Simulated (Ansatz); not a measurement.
methanethiol (SMILES CS) moved off its minimum; all values from Ansatz (a program for electronic structure), cores frozen in correlated methods.
(charge 0, multiplicity 1)
```xyz
6

C     -1.0636    -0.3596     0.0488
S      0.5619     0.3060    -0.0651
H     -1.2129    -1.0129     1.0493
H     -1.6652     0.2033    -0.0577
H     -1.2702    -1.1633    -0.5607
H      1.2634    -0.8712    -0.2157
```

**Question.** Give the forces (eV/Å), the total energy and the dipole at CCSD(T)/aug-cc-pV(T+d)Z.

**Answer.** 
| atom | Fx | Fy | Fz |
|---|---|---|---|
| C1 | 12.693 | -14.752 | 6.087 |
| S2 | 1.418 | -0.207 | -0.340 |
| H3 | 0.233 | 2.113 | -1.434 |
| H4 | -13.795 | 13.585 | -2.051 |
| H5 | 0.058 | -1.514 | -2.381 |
| H6 | -0.608 | 0.775 | 0.120 |
Energy -438.0913 hartree, dipole 1.51 D.
